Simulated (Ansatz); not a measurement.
# SiH3O (doublet): from Hartree-Fock to the top rungs at distance O1–H3 along a hydrogen transfer = 0.960 Å, cc-pVDZ

Aim: climb from Hartree-Fock through coupled cluster and multireference methods for SiH3O (doublet) at one geometry and basis, and see what each rung misses.

Method: cc-pVDZ, core rule «outside noble gas», up to 6 orbitals frozen; program: Ansatz 0.2.0, Gaussian basis.

To be run: UHF; CCSD(T) on ROHF; CCSD(T) on UHF; BCCD(T) on ROHF; CISD; CCSDT(Q) on ROHF; CCSDT(Q) on UHF; CASSCF and MRCISD+Q, 3 electrons in 3 orbitals; CASSCF and NEVPT2, 3 electrons in 3 orbitals.

8 further runs of the same task are left out: 1 for a mislabelled method, 5 that didn't finish, 2 set aside as unsound or not needed.

### 1 The system

The geometry derives from fragments relaxed apart (PBE0/def2-TZVP) and kept rigid, so it is no stationary point. A hydrogen atom is moved between rigid fragments.

5 atoms, charge 0, spin multiplicity 2.

Atoms are counted from 1 here; the program's logs count them from 0.

Bond lengths: O1–H2 0.960 Å, O1–H3 0.960 Å, Si4–H5 1.532 Å. Angles: H2–O1–H3 105.1°.

### 2 UHF

in.yaml

```yaml
crystal:
  periodic: [false, false, false]
  atoms:
    - {symbol: O, position_ang: [-1.730054, 0.011831, 0.000000]}
    - {symbol: H, position_ang: [-1.979363, 0.938406, 0.000000]}
    - {symbol: H, position_ang: [-0.770525, 0.011831, 0.000000]}
    - {symbol: Si, position_ang: [1.032946, 0.011831, 0.000000]}
    - {symbol: H, position_ang: [1.429381, -1.467683, 0.000000]}
basis:
  gaussian: {orbitals: cc-pVDZ}
magnetization: {spin_polarized: true, initial_magnetization: 1}
hamiltonian: {xc: hf}
output: {orbitals: {seedname: orbitals}}
```

Launch:

```bash
ansatz run in.yaml --threads 1 --pin off --events-out ev --progress --plain --max-ram 2393MiB
```

The runs that follow: CCSD(T) on ROHF; CCSD(T) on UHF; BCCD(T) on ROHF; CISD; CCSDT(Q) on ROHF; CCSDT(Q) on UHF; CASSCF and MRCISD+Q, 3 electrons in 3 orbitals; CASSCF and NEVPT2, 3 electrons in 3 orbitals.

Q: Predict the results of all the runs planned. Wanted: UCCSDT(Q) below the RHF energy; RMP2 from UCCSDT(Q); UMP2 from UCCSDT(Q); RCCSD from UCCSDT(Q); RCCSD(T) from UCCSDT(Q); UCCSD(T) from UCCSDT(Q); RCCSDT(Q) from UCCSDT(Q); MRCISD+Q pair from UCCSDT(Q); T1 diagnostic.

As calculated:

```
                         quantity                                                   value
   UCCSDT(Q) below the RHF energy                                              -8.7189 eV
              RMP2 from UCCSDT(Q)                                             +1065.1 meV
              UMP2 from UCCSDT(Q)                                             +1078.6 meV
             RCCSD from UCCSDT(Q)                                              +217.4 meV
          RCCSD(T) from UCCSDT(Q)                                               +40.2 meV
          UCCSD(T) from UCCSDT(Q)                                               +39.9 meV
         RCCSDT(Q) from UCCSDT(Q)                                                +0.6 meV
     MRCISD+Q pair from UCCSDT(Q)                                              +111.4 meV
levels within 1 kcal/mol (43 meV)  RCCSD(T), UCCSD(T), BCCD(T), RCCSDT, UCCSDT, RCCSDT(Q)
                    T1 diagnostic                                                   0.016
```

What this shows: RCCSD(T) misses by +40.2 meV, 0.5 % of the correlation energy. These misses are within one basis, not against nature; the frozen cores of restricted and unrestricted runs differ, which can shift their rows.
